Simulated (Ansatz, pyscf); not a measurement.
HO–SiH: (SMILES O[SiH]) [singlet] + NH₃ (SMILES N) → H₂N–SiH₂–OH (SMILES N[SiH2]O), an insertion on the singlet surface: H–N broken, N–Si, H–Si formed. Structures and frequencies: ωB97X-D3(BJ)/def2-SVP in PySCF. Wave-function energies: Ansatz (a program for electronic structure), frozen core, RHF or UHF references. In kJ/mol, from the separated reactants.

```json
[
 {"level": "ωB97M-D3(BJ)/def2-TZVP", "barrier": "79.99", "reaction energy": "-241.90"},
 {"level": "PBE0-D3(BJ)/def2-TZVP", "barrier": "52.26", "reaction energy": "-255.33"},
 {"level": "CCSD(T)/cc-pV(D+d)Z", "barrier": "98.18", "reaction energy": "-223.50"},
 {"level": "CCSDT(Q)/cc-pV(D+d)Z", "barrier": "…", "reaction energy": "…"},
 {"level": "CCSD(T)/cc-pV(T+d)Z", "barrier": "81.90", "reaction energy": "-242.98"},
 {"level": "CCSD(T)/cc-pV(Q+d)Z", "barrier": "…", "reaction energy": "-250.50"}
]
```

Question: Some entries are withheld; supply them.

Answer: 
- CCSDT(Q)/cc-pV(D+d)Z, barrier: 96.63
- CCSDT(Q)/cc-pV(D+d)Z, reaction energy: -222.87
- CCSD(T)/cc-pV(Q+d)Z, barrier: 76.81

In cc-pV(D+d)Z, going from CCSD(T) to CCSDT(Q) shifts the barrier by -1.55 and the reaction energy by +0.62 kJ/mol. With HF in the quadruple-zeta basis and the correlation energy extrapolated as X⁻³ from X = 3, 4, CCSD(T) gives 73.64 and -254.72; adding the double-zeta shift gives ΔE‡ = 72.09 and ΔE = -254.09 kJ/mol, without core correlation, relativity or geometry relaxation at these levels. On the reactant side the descent ends in an adduct with a N–Si contact, 84.00 kJ/mol under the separated species and 153.64 kJ/mol under the saddle at ωB97X-D3(BJ)/def2-TZVP. What is counted as formed (N–Si) is already present as a longer contact in the reactant adduct; forming that adduct is a step of its own. At ωB97X-D3(BJ) the barrier from the zero used here is 69.63 kJ/mol. The same reactants have a lower exit, to H₂N–SiH: [singlet] + H₂O (highest point, the separated products, at +16.26 kJ/mol at ωB97M-D3(BJ), against +79.99 kJ/mol here). One saddle was located; it need not be the lowest between these sides. The CCSD(T) − MP2 part came from Ansatz, without density fitting, on the same reference.
